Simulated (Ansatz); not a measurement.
The input, for Ansatz 0.2.0:

```yaml
crystal:
  periodic: [false, false, false]
  atoms:
    - {symbol: B, position_ang: [0.000000, 0.000000, 0.000000]}
    - {symbol: F, position_ang: [0.000000, 0.000000, 1.212300]}
basis:
  gaussian: {orbitals: 6-31G}
total_charge: 1
magnetization: {spin_polarized: false, initial_magnetization: 1}
correlation: {method: bccd, electrons: all}
output: {forces: true}
```

```sh
$ ansatz run in.yaml --threads 1 --pin off --events-out ev --progress --plain --max-ram 2393MiB
```

Output:

```
201 factors; integrals over basis functions are off by at most 1.2e-4 eV
mean field evaluation 1: about -3358.2221 eV, gradient 6.2e1 eV
mean field evaluation 2: about -3358.2315 eV, gradient 6.2e1 eV
mean field evaluation 4: about -3365.6242 eV, gradient 2.3e0 eV
mean field evaluation 8: about -3365.6684 eV, gradient 5.9e-2 eV
mean field evaluation 16: about -3360.3092 eV, gradient 5.7e1 eV
mean field evaluation 32: about -3358.0902 eV, gradient 1.3e-3 eV
mean field -3365.66844490 eV, -123.6860340182 hartree, gradient 2.7e-6 eV, S^2 0.750000; 3 other end points of the search recorded, 0 dependent functions left out
mean field evaluation 64: about -3365.6970 eV, gradient 1.5e-4 eV
reference -3365.66844490 eV, -123.6860340182 hartree; 7, 6 occupied and 11, 12 virtual orbitals, 201 factors
second order -4.26901538 eV of doubles, -0.01252769 eV of singles
cycle   1  -3.99243571 eV  change    2.9e-1 eV  update   8.9e-2
cycle   2  -4.21055201 eV  change   -2.2e-1 eV  update   3.5e-2
cycle   3  -4.25020661 eV  change   -4.0e-2 eV  update   1.8e-2
cycle   4  -4.24144217 eV  change    8.8e-3 eV  update   4.1e-3
cycle   5  -4.23991037 eV  change    1.5e-3 eV  update   1.5e-3
cycle   6  -4.24059082 eV  change   -6.8e-4 eV  update   4.2e-4
cycle   7  -4.24058308 eV  change    7.7e-6 eV  update   1.5e-4
cycle   8  -4.24060148 eV  change   -1.8e-5 eV  update   7.0e-5
cycle   9  -4.24066234 eV  change   -6.1e-5 eV  update   2.9e-5
cycle  10  -4.24066661 eV  change   -4.3e-6 eV  update   1.1e-5
cycle  11  -4.24066449 eV  change    2.1e-6 eV  update   3.7e-6
cycle  12  -4.24066476 eV  change   -2.6e-7 eV  update   1.0e-6
the calculation of the forces begins
Total energy: -3369.90910966 eV, -123.8418755736 hartree
Atom 0 at     0.000000     0.000000     0.000000 Å, force    -0.000000     0.000000    -3.941186 eV/Å
Atom 1 at     0.000000     0.000000     1.212300 Å, force    -0.000000     0.000000     3.941186 eV/Å
Dipole moment:     0.000000    -0.000000    -0.773556 e Å
```

Forces (eV/Å):
```
B    0.000  0.000 -3.941
F    0.000  0.000  3.941
```

Ran on 1 thread of Intel Xeon 6975P-C, shared host: 0.36 s wall, 0.09 GiB peak host memory.
